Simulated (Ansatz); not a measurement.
Born–Oppenheimer molecular dynamics of Al2H6O (9 atoms, charge 0, multiplicity 1). It starts at the highest image of a converged band, a first-order saddle point between two minima.

Computed with Ansatz, RKS PBE-D4/6-31G*.

```yaml
ensemble: NVE (velocity Verlet)
time_step: 0.5 fs
steps_asked: 200
starting_velocities_drawn_for: 300 K
seed: 2457
```

First frame:

```xyz
9
Properties=species:S:1:pos:R:3
Al -0.106 0.003 0.045
H 0.591 -0.399 1.634
H 1.034 0.502 -0.960
H -1.524 0.725 0.221
O -0.208 -1.880 0.206
Al -0.792 -3.491 -0.112
H -0.532 -4.584 1.019
H -1.528 -3.722 -1.508
H 0.294 -1.363 1.197
```

Question: How far do the bonds stretch over the last three quarters of this one trajectory? (Pairs bonded in most of those frames.)

Answer: 
```tsv
bond	mean (Å)	spread (Å)	shortest	longest
Al1–H3	1.611	0.055	1.53	1.69
Al1–H4	1.603	0.009	1.59	1.62
Al1–O5	1.739	0.086	1.62	1.89
H2–H9	0.755	0.031	0.71	0.80
O5–Al6	1.735	0.067	1.59	1.82
Al6–H7	1.617	0.081	1.49	1.73
Al6–H8	1.602	0.020	1.57	1.63
```

Mean temperature of the second half: 946 K. The conserved energy stayed within 0.18 meV per atom of its start (net change -0.049 meV per atom), so the integration is sound. The kinetic energy rose, since the run started high on the potential surface and went downhill. It ends in pieces (Al2H4O + H2), so much of that is their flight and rotation, not heat. A run of 0.1 ps of so small a system gives no equilibrium averages. The orbitals stay closed-shell, which can raise the energy where a bond breaks towards radicals; this wasn't checked here.

The run took 6.8 min on 1 thread of Arm Neoverse V1 (shared host), peak memory 0.12 GiB.
